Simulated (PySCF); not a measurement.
**SO2: geometry, coupled-cluster ionisations and excitations**

Wanted: the coupled-cluster ionisations and excitations of SO2 (`O=S=O`), by calculation.

Programs: PySCF 2.14.0, with density-fitted response routines of our own. Each step states its level of theory. These are calculated values for one molecule in the gas phase, unless marked as measured. Atoms are numbered from 0 throughout.

**1. The molecule as given**

3 atoms, charge 0, multiplicity 1; geometry from: GFN2-xTB.

Bonds of the start (Å): O0–S1 1.43, S1–O2 1.43.

**2. Optimising the geometry at PBE0-D3(BJ)/def2-TZVP**

The job: settings as JSON, then the geometry in Å.

```
{"job": {"xc": "PBE0", "basis": "def2-TZVP", "d3": "d3bj", "grid": 2, "kind": "geom"}, "charge": 0, "multiplicity": 1}
O     -1.200850     0.431620    -0.002200
S     -0.016600    -0.377350    -0.002170
O      1.234060     0.324630     0.006540
```

Log:

```text
step   0  E = -548.41178199  max force = 0.013523
step   1  E = -548.41203820  max force = 0.004503
step   2  E = -548.41217659  max force = 0.000917
step   3  E = -548.41217775  max force = 0.000291
optimisation converged
```

Run time: 5.5 s. Hardware: 2 threads of Arm Neoverse V1, shared host.

Relaxation path:

```csv
step,energy from step 0 (eV),largest force component (eV/Å)
0,0.0000,0.6954
1,-0.0070,0.2316
2,-0.0107,0.0472
3,-0.0108,0.0150
```

Distances of close pairs at the start and the end, largest changes first:

```csv
bond,before (Å),after (Å),change (Å)
O0–S1,1.434,1.431,-0.003
S1–O2,1.434,1.431,-0.003
```

The next job starts from the end point, and lists it.

```csv
at the end point,value
point group (found at 0.08 Å tolerance),C2v
"rotational constants (GHz, main isotopes)","59.627, 10.401, 8.856"
dipole moment (D),1.69
```

**3. EOM-CCSD: aug-cc-pVTZ**

The job: settings as JSON, then the geometry in Å.

```
{"job": {"kind": "eom", "basis": "aug-cc-pVTZ", "nip": 2, "nee": 6}, "charge": 0, "multiplicity": 1}
O     -1.215888     0.419377    -0.002662
S     -0.014418    -0.358644    -0.002086
O      1.246917     0.318166     0.006918
```

With the program's defaults for keys left out, this is: EOM-CCSD/aug-cc-pVTZ, vertical, frozen core, gas phase.

Log:

```text
E(HF) = -547.2921673303
E(MP2) = -547.9627142066
E(CCSD) = -547.9541039120
T1 diagnostic = 0.0209

EOM-IP-CCSD (eV)   Koopmans (eV)
  12.4444      13.5004
  13.5512      14.2239

EOM-EE-CCSD singlets (eV): 4.4071 4.8873 6.5428 8.6376 8.7975 8.8323

EOM-EE-CCSD triplets (eV): 3.3990 4.3549 4.5496
```

Wall time 12 min (2 threads of Arm Neoverse V1, shared host).

The ionised states, with their leading hole:

```csv
hole,EOM-IP-CCSD (eV),Koopmans (eV),difference,one-hole weight
HOMO,12.44,13.50,-1.06,0.95
HOMO−1,13.55,14.22,-0.67,0.94
```

Excited states (Hartree-Fock orbitals):

```csv
state,eV,main excitations
singlet 1,4.41,HOMO→LUMO 0.91
singlet 2,4.89,HOMO−2→LUMO 0.93
singlet 3,6.54,HOMO−1→LUMO 0.81
singlet 4,8.64,"HOMO→LUMO+3 0.50, HOMO→LUMO+6 0.20"
singlet 5,8.80,HOMO−4→LUMO 0.90
singlet 6,8.83,HOMO−5→LUMO 0.92
triplet 1,3.40,HOMO→LUMO 0.92
triplet 2,4.35,HOMO−1→LUMO 0.91
triplet 3,4.55,HOMO−2→LUMO 0.92
```

**4. Outcome**

| quantity | value |
| --- | --- |
| point group | C2v |
| rotational constants (main isotopes) | 59.63, 10.40, 8.86 GHz |
| correlation energy, MP2 and CCSD | -18.25, -18.01 eV |
| T1 diagnostic | 0.0209 |
| first ionisation (EOM-IP-CCSD) | 12.44 eV |
| lowest singlet (EOM-EE-CCSD) | 4.41 eV |

The optimisation took 3 steps and gained 0.011 eV; among the close pairs (by a distance rule), O0–S1 changed most, from 1.434 to 1.431 Å. No frequency check was run at this level, so the end point may be a saddle. MP2 recovers 101 % of the CCSD correlation energy. For the hole of the first ionisation, Koopmans' theorem lies 1.06 eV above EOM-IP-CCSD. T1 is over 0.02, so one reference may not be enough.
